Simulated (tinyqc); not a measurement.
Worked calculation: extended Hueckel theory, for SiH4. Computed by tinyqc, a small Python program that keeps every step (integrals from PySCF). Settings: charge = 0, K = 1.75, weighted = 1, multiplicity = 1. Command: `OMP_NUM_THREADS=1 python tinyqc.py 24359 24360 out.jsonl` (the two numbers bound the seeds that draw the settings). One thread of a shared host (Intel(R) Xeon(R) Processor @ 2.60GHz), about 0.01 s of CPU time with the checks.

## Overlaps

Geometry (angstrom):

| atom | x | y | z |
|---|---|---|---|
| Si | 0.000000 | 0.000000 | 0.000000 |
| H | 0.884000 | 0.884000 | 0.884000 |
| H | 0.884000 | -0.884000 | -0.884000 |
| H | -0.884000 | 0.884000 | -0.884000 |
| H | -0.884000 | -0.884000 | 0.884000 |

Parameters chosen for this run:

| element | shell | Slater exponent | H_ii (eV) |
|---|---|---|---|
| H | 1s | 1.300000 | -13.600000 |
| Si | 3s | 1.383000 | -17.300000 |
| Si | 3p | 1.383000 | -9.200000 |

Slater orbitals, each expanded in six Gaussians scaled to its exponent.

overlap S, lower triangle:
```
           1Si 3s    1Si 3px    1Si 3py    1Si 3pz     2H 1s     3H 1s     4H 1s     5H 1s
1Si 3s   1.000000
1Si 3px  0.000000   1.000000
1Si 3py  0.000000   0.000000   1.000000
1Si 3pz  0.000000   0.000000   0.000000   1.000000
2H 1s    0.396406   0.291942   0.291942   0.291942  1.000000
3H 1s    0.396406   0.291942  -0.291942  -0.291942  0.042397  1.000000
4H 1s    0.396406  -0.291942   0.291942  -0.291942  0.042397  0.042397  1.000000
5H 1s    0.396406  -0.291942  -0.291942   0.291942  0.042397  0.042397  0.042397  1.000000
```

## Wolfsberg-Helmholz matrix

diagonal H_ii (eV): 1Si 3s -17.300000, 1Si 3px -9.200000, 1Si 3py -9.200000, 1Si 3pz -9.200000, 2H 1s -13.600000, 3H 1s -13.600000, 4H 1s -13.600000, 5H 1s -13.600000

K = 1.750000

H_ij = K' S_ij (H_ii + H_jj)/2 for i != j (the diagonal keeps H_ii), with K' = K + D^2 + D^4 (1 - K), D = (H_ii - H_jj)/(H_ii + H_jj), K = 1.75.

H (eV), lower triangle:
```
             1Si 3s    1Si 3px    1Si 3py    1Si 3pz       2H 1s       3H 1s       4H 1s       5H 1s
1Si 3s   -17.300000
1Si 3px    0.000000  -9.200000
1Si 3py    0.000000   0.000000  -9.200000
1Si 3pz    0.000000   0.000000   0.000000  -9.200000
2H 1s    -10.804691  -5.944720  -5.944720  -5.944720  -13.600000
3H 1s    -10.804691  -5.944720   5.944720   5.944720   -1.009060  -13.600000
4H 1s    -10.804691   5.944720  -5.944720   5.944720   -1.009060   -1.009060  -13.600000
5H 1s    -10.804691   5.944720   5.944720  -5.944720   -1.009060   -1.009060   -1.009060  -13.600000
```

## Orbitals

valence electrons = 8

Solve H C = S C e through S^(-1/2); fill by pairs from the bottom, a degenerate level sharing its electrons equally; each orbital has its largest coefficient positive (the first on a tie).

orbital energies (eV): -20.923465  -14.956228  -14.956228  -14.956228  2.767154  2.767154  2.767154  17.186786

occupations: 2.000000  2.000000  2.000000  2.000000  0.000000  0.000000  0.000000  0.000000

coefficients:
```
              MO1        MO2        MO3        MO4        MO5        MO6        MO7        MO8
1Si 3s   0.605082   0.000000   0.000000   0.000000   0.000000   0.000000   0.000000   1.376372
1Si 3px  0.000000  -0.060414   0.191608  -0.343553   0.954924  -0.615932   0.321221   0.000000
1Si 3py  0.000000  -0.049284   0.341156   0.198938   0.669916   0.960982  -0.148865   0.000000
1Si 3pz  0.000000   0.390274   0.072742  -0.028060  -0.183761   0.302615   1.126540   0.000000
2H 1s    0.218332   0.255810   0.552060  -0.157434  -0.638484  -0.286954  -0.575488  -0.673567
3H 1s    0.218332  -0.365973  -0.202669  -0.469024  -0.207693   0.832743   0.290848  -0.673567
4H 1s    0.218332  -0.345678   0.070026   0.520190   0.044858  -0.564591   0.707400  -0.673567
5H 1s    0.218332   0.455840  -0.419417   0.106268   0.801318   0.018801  -0.422760  -0.673567
```

sum of one-electron energies = -131.584295 eV

Within a degenerate level the vectors are fixed only up to a rotation; this is one choice.

## Mulliken analysis

P = C n C^T; charge = valence electrons (H 1, Si 4) minus the sum of (P S)_ii on the atom; overlap population = 2 sum P_ij S_ij between two atoms.

charges: 1Si 0.886616, 2H -0.221654, 3H -0.221654, 4H -0.221654, 5H -0.221654

Overlap populations:

| pair | value |
|---|---|
| 2-1 | 0.715391 |
| 3-1 | 0.715391 |
| 3-2 | -0.014245 |
| 4-1 | 0.715391 |
| 4-2 | -0.014245 |
| 4-3 | -0.014245 |
| 5-1 | 0.715391 |
| 5-2 | -0.014245 |
| 5-3 | -0.014245 |
| 5-4 | -0.014245 |
